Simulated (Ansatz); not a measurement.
# MgNH2+ (triplet): from Hartree-Fock to the top rungs, def2-QZVPP

One table from this session's results is given with a row withheld; the runs are named, their logs left out.

Method: def2-QZVPP, core rule «outside noble gas», up to 6 orbitals frozen; program: Ansatz 0.2.0, Gaussian basis.

To be run: UHF; ROHF; CCSD(T) on UHF.

2 further runs of the same task are left out: 2 set aside as unsound or not needed.

## The geometry

The geometry is a PBE0/def2-TZVP stationary point (not a proven minimum) of the parent state, kept for this charge and spin.

4 atoms, charge 1, spin multiplicity 3.

Atoms are counted from 1 here; the program's logs count them from 0.

Bond lengths: N1–Mg2 1.870 Å, N1–H3 1.009 Å, Mg2–H4 1.693 Å. Angles: Mg2–N1–H3 180.0°, N1–Mg2–H4 180.0°.

The first run:

File in.yaml:

```yaml
crystal:
  periodic: [false, false, false]
  atoms:
    - {symbol: N, position_ang: [0.000000, 0.000000, 1.105875]}
    - {symbol: Mg, position_ang: [0.000000, 0.000000, -0.763925]}
    - {symbol: H, position_ang: [0.000000, 0.000000, 2.114975]}
    - {symbol: H, position_ang: [0.000000, 0.000000, -2.456925]}
basis:
  gaussian: {orbitals: "def2-QZVPP.json"}
total_charge: 1
magnetization: {spin_polarized: true, initial_magnetization: 2}
hamiltonian: {xc: hf}
output: {orbitals: {seedname: orbitals}}
```

Launch:

```bash
> ansatz run in.yaml --threads 1 --pin off --events-out ev --progress --plain --max-ram 2393MiB
```

Among the steps run: UHF; ROHF; CCSD(T) on UHF.

One table of the session follows, with a row left open; its other results are not shown here.

It belongs to the step «Misses and costs». 

| method | from UCCSD(T) (meV) |
| --- | --- |
| ROHF | ? |
| UHF | +5548.7 |
| UMP2 | +804.3 |
| UCCSD | +115.9 |
| UCCSD(T) | 0 |

**Question.** Estimate the row for ROHF.

As computed: from UCCSD(T) (meV): +5776.3. In the column «from UCCSD(T) (meV)» it is the highest.
